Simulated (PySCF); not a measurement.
How the method moves the HOMO and LUMO of `CC#C[C@@H](C)F`

Compound: C₅H₇F.
SMILES with atom numbers: `[CH3:1][C:2]#[C:3][C@@H:4]([CH3:5])[F:6]` (hydrogens: H7, H8, H9 on C1; H10 on C4; H11, H12, H13 on C5)

Geometry (PBE0-D3(BJ)/def2-SVP, Å), atoms numbered from 1 in this order:
```xyz
13
C5H7F angstrom
C      2.691    0.536    0.260
C      1.330    0.041    0.153
C      0.196   -0.377    0.065
C     -1.180   -0.866   -0.030
C     -2.184    0.250   -0.239
F     -1.293   -1.766   -1.074
H      2.708    1.632    0.372
H      3.208    0.099    1.128
H      3.271    0.282   -0.641
H     -1.422   -1.420    0.895
H     -1.950    0.799   -1.162
H     -3.196   -0.172   -0.321
H     -2.159    0.954    0.605
```

Basis pcSseg-1 throughout (PySCF), one geometry. Isolated species at its PBE0-D3(BJ)/def2-SVP geometry, gas phase.

Task: How do the orbital energies, the gap and the dipole change with the method?

Result: 
| method | kind | HOMO (eV) | LUMO (eV) | gap (eV) | μ (D) | SCF cycles |
| --- | --- | --- | --- | --- | --- | --- |
| BLYP | GGA | -6.11 | -0.16 | 5.95 | 2.14 | 14 |
| OPBE | GGA | -6.22 | -0.21 | 6.01 | 2.12 | 15 |
| B97-D | GGA | -6.23 | -0.22 | 6.01 | 2.18 | 14 |
| PBE | GGA | -6.26 | -0.31 | 5.95 | 2.15 | 15 |
| KT2 | GGA | -6.29 | -0.35 | 5.94 | 2.19 | 16 |
| KT3 | GGA | -6.29 | -0.30 | 5.99 | 2.13 | 16 |
| BP86 | GGA | -6.37 | -0.40 | 5.96 | 2.18 | 14 |
| LDA | LDA | -6.41 | -0.55 | 5.87 | 2.28 | 15 |
| B97-2 | global hybrid | -7.26 | 0.67 | 7.93 | 2.26 | 14 |
| B3LYP | global hybrid | -7.28 | 0.50 | 7.78 | 2.25 | 14 |
| PBE0 | global hybrid | -7.51 | 0.73 | 8.24 | 2.27 | 14 |
| mPW1PW91 | global hybrid | -7.55 | 0.71 | 8.25 | 2.28 | 14 |
| BHandHLYP | global hybrid | -8.61 | 1.87 | 10.49 | 2.37 | 13 |
| CAM-B3LYP | range-separated hybrid | -8.87 | 1.90 | 10.76 | 2.29 | 13 |
| wB97X-D | range-separated hybrid | -9.39 | 2.54 | 11.93 | 2.30 | 14 |
| HF | Hartree–Fock | -10.28 | 4.21 | 14.49 | 2.47 | 12 |
| LC-wPBE | range-separated hybrid | -10.28 | 3.08 | 13.36 | 2.27 | 14 |

The HOMO spans 4.17 eV, from BLYP down to LC-wPBE, and the gap runs from 5.87 eV (LDA) to 14.49 eV (HF). Over the methods BLYP (0 %), OPBE (0 %), B97-D (0 %), PBE (0 %), KT2 (0 %), KT3 (0 %), BP86 (0 %), LDA (0 %), B97-2 (21 %), B3LYP (20 %), PBE0 (25 %), mPW1PW91 (25 %), BHandHLYP (50 %), HF (100 %), a straight line through the gap against the share of exact exchange rises by 0.86 eV for each 10 % (correlation coefficient 0.999). The dipole ranges from 2.12 D (OPBE) to 2.47 D (HF). This basis has no diffuse functions.
